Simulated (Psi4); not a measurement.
Relaxed torsion scan: C4H5N, SMILES C/C=C\C#N, singlet. Scanned: dihedral H6–C1–C2–C3; all other coordinates were relaxed at B3LYP-D3(BJ)/def2-SVP. Heavy atoms are numbered in the order of the SMILES C/C=C\C#N, hydrogens after them in the order of the atoms that carry them; the mirror image has the same energies with the sign of each dihedral reversed.

Methods: PBE-D3(BJ)/def2-TZVP // B3LYP-D3(BJ)/def2-SVP (Psi4); MP2/cc-pVTZ = DF-MP2 (frozen core)/cc-pVTZ // B3LYP-D3(BJ)/def2-SVP (Psi4).

Energies relative to the lowest point of each profile, in kJ/mol:

```json
[
 {"φ / °": "0", "PBE-D3(BJ)/def2-TZVP": "0.00"},
 {"φ / °": "10", "PBE-D3(BJ)/def2-TZVP": "0.39"},
 {"φ / °": "20", "PBE-D3(BJ)/def2-TZVP": "1.49"},
 {"φ / °": "30", "PBE-D3(BJ)/def2-TZVP": "3.01"},
 {"φ / °": "40", "PBE-D3(BJ)/def2-TZVP": "4.59"},
 {"φ / °": "50", "PBE-D3(BJ)/def2-TZVP": "5.75"},
 {"φ / °": "60", "PBE-D3(BJ)/def2-TZVP": "6.09"},
 {"φ / °": "70", "PBE-D3(BJ)/def2-TZVP": "5.59"},
 {"φ / °": "80", "PBE-D3(BJ)/def2-TZVP": "4.38"},
 {"φ / °": "90", "PBE-D3(BJ)/def2-TZVP": "2.85"},
 {"φ / °": "100", "PBE-D3(BJ)/def2-TZVP": "1.46"},
 {"φ / °": "110", "PBE-D3(BJ)/def2-TZVP": "0.43"}
]
```

Estimate the MP2/cc-pVTZ values at these points.

0: 0.00; 10: 0.38; 20: 1.51; 30: 3.03; 40: 4.59; 50: 5.78; 60: 6.15; 70: 5.66; 80: 4.45; 90: 2.87; 100: 1.48; 110: 0.41 (kJ/mol).
